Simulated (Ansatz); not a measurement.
Worked example: vertical ionisation energy of HNO2 (nitrous acid)

The species is HNO2 (4 atoms), meant as a singlet with charge 0. As SMILES, `O=NO`. Geometry: relaxed at GFN2-xTB.

Both states at this one shape; open shells run unrestricted unless said. 1 Eh = 27.2114 eV.

| level | program | singlet HNO2 (Eh) | doublet [HNO2]+ (Eh) |
| --- | --- | --- | --- |
| HF/STO-3G | Ansatz | -201.906897 | -201.622736 |
| RPA@PBE/STO-3G, 3 core orbitals frozen | Ansatz | -202.186348 | -201.939372 |

**Question.** Work out the vertical ionisation energy at each level.

**Answer.** 
1. HF/STO-3G: -201.622736 − (-201.906897) = 0.284161 Eh = 7.73 eV.
2. RPA@PBE/STO-3G: -201.939372 − (-202.186348) = 0.246976 Eh = 6.72 eV.

No measured value is set beside it here; the levels span 6.72 to 7.73 eV. Minimal sets are far from the basis-set limit. The second state is spin-contaminated at HF/STO-3G (⟨S²⟩ = 0.96).
